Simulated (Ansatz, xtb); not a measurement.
## C5H7Cl: 12 structures ranked

12 gas-phase structures of C5H7Cl, from a drawn sample of its isomers (lower ones may exist). Each was relaxed with GFN2-xTB:

A. `C=C/C(C)=C/Cl`, a singlet
B. `C=C(C)/C=C\Cl`, a singlet
C. `C=C/C=C(\C)Cl`, a singlet
D. `C=C/C(C)=C\Cl`, a singlet
E. `C=C/C(Cl)=C/C`, a singlet
F. `C=C/C(Cl)=C\C`, a singlet
G. `C/C=C/C=C/Cl`, a singlet
H. `C=C/C=C(/C)Cl`, a singlet
I. `C=C(Cl)/C=C/C`, a singlet
J. `C=C(Cl)/C=C\C`, a singlet
K. `C=C(C)/C=C/Cl`, a singlet
L. `C=C(C)C(=C)Cl`, a singlet

**Question.** Estimate their order in r2SCAN-D4/def2-SVP energy at these geometries, lowest first.

**Answer.** Calculated order at r2SCAN-D4/def2-SVP: H (0.0), E (1.3), C (1.4), I (1.7), A (2.0), G (2.3), D (2.6), K (2.9), L (3.5), F (3.6), B (4.8), J (6.3) kcal/mol. Less than 1 kcal/mol parts E and C; C and I; I and A; A and G; G and D; D and K; K and L; L and F, so the order within those pairs means little.

Energies above the lowest of each column, in kcal/mol; the last columns are at B3LYP-D3(BJ)/def2-SVP geometries and were run for some of them only (a dash: not run or not comparable):

```tsv
structure	GFN2-xTB	HF/STO-3G	r2SCAN-D4/def2-SVP	B3LYP-D3(BJ)/def2-SVP	CCSD(T)/def2-SVP + ΔMP2/def2-TZVPP
H	0.0	0.0	0.0	0.0	0.0
E	1.3	1.0	1.3	1.1	1.2
C	0.7	1.1	1.4	1.4	1.1
I	0.3	0.9	1.7	1.5	1.3
A	2.2	2.3	2.0	1.9	1.3
G	0.8	0.4	2.3	2.2	2.2
D	2.6	2.4	2.6	–	–
K	1.8	2.3	2.9	–	–
L	2.1	3.1	3.5	–	–
F	2.6	2.5	3.6	–	–
B	3.8	5.4	4.8	–	–
J	3.9	6.0	6.3	–	–
```

Every level run on H puts it lowest or level with the lowest. CCSD(T)/def2-SVP + ΔMP2/def2-TZVPP orders those it was run on as H (0.0), C (1.1), E (1.2), A (1.3), I (1.3), G (2.2) kcal/mol. Less than 1 kcal/mol parts C and E; E and A; A and I; I and G, so the order within those pairs means little. Flexible structures stand in one conformer each, not always the lowest. Frequencies (GFN2-xTB) were run for A, C, E, G, H, I alone. ΔMP2 is the change of the MP2 energy from the smaller to the larger basis.

Over these structures GFN2-xTB departs from r2SCAN-D4/def2-SVP by 0.6 kcal/mol on average once a common shift is removed. A GFN2-xTB relaxation took about 0.85 s and the r2SCAN-D4/def2-SVP energy about 9.7 s on a shared host (Ansatz 0.2.0, xtb 6.7.1).
